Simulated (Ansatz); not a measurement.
# C₃H₅ClF₂: how energies converge with the basis set

One table from this session's results is given with a row withheld; the runs are named, their logs left out.

Program: Ansatz 0.2.0, Gaussian basis. Level of theory: one geometry, several basis sets. These are calculated values, not measurements.

Levels to be run: PBE0-D4/def2-SVP; ωB97M-V/def2-SVP; PBE0-D4/def2-QZVPP; ωB97M-V/def2-QZVPP; the functionals' def2-TZVPP values are taken from earlier runs.

### Structure used throughout

All runs share one geometry, relaxed beforehand with PBE0-D4 in a triple-zeta def2 set.

SMILES `FCC(Cl)CF`, 11 atoms, charge 0, spin multiplicity 1.

Atoms are counted from 1 here; the program's logs count them from 0.

Bond lengths: F1–C2 1.372 Å, C2–C3 1.510 Å, C2–H7 1.096 Å, C2–H8 1.094 Å, C3–Cl4 1.782 Å, C3–C5 1.510 Å, C3–H9 1.092 Å, C5–F6 1.372 Å, C5–H10 1.096 Å, C5–H11 1.094 Å. Angles: F1–C2–C3 110.5°, F1–C2–H7 107.9°, F1–C2–H8 108.4°, C3–C2–H7 109.5°, C3–C2–H8 111.0°, H7–C2–H8 109.5°, C2–C3–Cl4 110.3°, C2–C3–C5 111.1°, C2–C3–H9 109.4°, Cl4–C3–C5 110.3°, Cl4–C3–H9 106.2°, C5–C3–H9 109.4°, C3–C5–F6 110.5°, C3–C5–H10 109.5°, C3–C5–H11 111.0°, F6–C5–H10 107.9°, F6–C5–H11 108.4°, H10–C5–H11 109.5°.

The first run:

in.yaml

```yaml
crystal:
  periodic: [false, false, false]
  atoms:
    - {symbol: F, position_ang: [0.032224, -1.963397, 1.420164]}
    - {symbol: C, position_ang: [0.301135, -1.216123, 0.301479]}
    - {symbol: C, position_ang: [-0.305009, 0.161082, 0.426849]}
    - {symbol: Cl, position_ang: [-2.083286, 0.053142, 0.464798]}
    - {symbol: C, position_ang: [0.141754, 1.056081, -0.704169]}
    - {symbol: F, position_ang: [-0.270188, 2.346632, -0.487458]}
    - {symbol: H, position_ang: [1.389661, -1.128945, 0.207461]}
    - {symbol: H, position_ang: [-0.099136, -1.742312, -0.569846]}
    - {symbol: H, position_ang: [-0.006475, 0.603571, 1.379323]}
    - {symbol: H, position_ang: [1.236409, 1.055992, -0.759481]}
    - {symbol: H, position_ang: [-0.271591, 0.717176, -1.658418]}
basis:
  gaussian: {orbitals: def2-SVP}
hamiltonian: {xc: pbe0, dispersion: d4}
output: {orbitals: {seedname: orbitals}}
```

On the command line:

```bash
> ansatz run in.yaml --threads 4 --pin off --events-out ev --progress --plain --max-ram 10444MiB
```

Steps of the session up to this table: PBE0-D4 in def2-SVP; ωB97M-V in def2-SVP; PBE0-D4 in def2-QZVPP; ωB97M-V in def2-QZVPP.

One table of the session follows, with a row left open; its other results are not shown here.

It belongs to the step «Density functionals: the series». 

```
functional       basis  HOMO (eV)  LUMO (eV)
   PBE0-D4    def2-SVP      -8.54       0.97
   PBE0-D4  def2-TZVPP          ?          ?
   PBE0-D4  def2-QZVPP      -8.76       0.31
   ωB97M-V    def2-SVP     -10.83       3.15
   ωB97M-V  def2-TZVPP     -11.04       2.48
   ωB97M-V  def2-QZVPP     -11.10       1.68
```

**Question.** Estimate the row for PBE0-D4, def2-TZVPP.

As computed: HOMO (eV): -8.71; LUMO (eV): 0.51. In the column «HOMO (eV)» it lies between PBE0-D4, def2-QZVPP (-8.76) and PBE0-D4, def2-SVP (-8.54).
